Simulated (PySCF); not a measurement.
**What binds CH⁻: the parts of the energy along the bond**

State: ³Σ⁻, triplet, unpaired electrons π ↑↑. ROHF-based CCSD(T) in PySCF 2.14 with H aug-cc-pVTZ, C aug-cc-pVTZ and H aug-cc-pVQZ, C aug-cc-pVQZ (frozen core orbitals: 1; no relativity). Correlation energies are extrapolated as n⁻³ (n = 3, 4), Hartree–Fock as (n+1)·exp(−9√n). CV is the change on freezing 0 orbitals instead, in H cc-pVTZ, C cc-pwCVTZ. SR is the spin-free X2C energy in H cc-pVTZ-DK, C cc-pVTZ-DK less the non-relativistic one in H cc-pVTZ, C cc-pVTZ. All energies in eV from H + C⁻.

| R (Å) | HF/CBS | CCSD corr. | (T) | CV | SR | total |
| --- | --- | --- | --- | --- | --- | --- |
| 1.0172 | -2.137 | -1.186 | -0.0396 | -0.0119 | 0.0012 | -3.373 |
| 1.0634 | -2.266 | -1.198 | -0.0427 | -0.0093 | 0.0013 | -3.515 |
| 1.1096 | -2.316 | -1.210 | -0.0459 | -0.0069 | 0.0012 | -3.577 |
| 1.1559 | -2.305 | -1.221 | -0.0492 | -0.0049 | 0.0011 | -3.579 |
| 1.2021 | -2.249 | -1.233 | -0.0526 | -0.0031 | 0.0010 | -3.537 |
| 1.2599 | -2.136 | -1.246 | -0.0568 | -0.0011 | 0.0009 | -3.439 |
| 1.3177 | -1.991 | -1.257 | -0.0610 | 0.0005 | 0.0007 | -3.308 |

A fit to the total gives Re = 1.1342 Å, De = 3.584 eV, ωe = 2642.2 cm⁻¹, Be = 14.10 cm⁻¹ (masses 1.0078 and 12.0000 u).

At R = 1.1559 Å the CCSD correlation energy is -0.157267 hartree in the smaller basis and -0.162436 in the larger. Extrapolate it.

(4³·E4 − 3³·E3)/(4³ − 3³) = -0.16621 hartree; the larger basis holds 97.7 % of it.

The T1 diagnostic is 0.026. The state was picked by a PBE0 search and need not be the measured ground state. Spin–orbit coupling, excitations beyond (T) and corrections to the Born–Oppenheimer picture are left out.
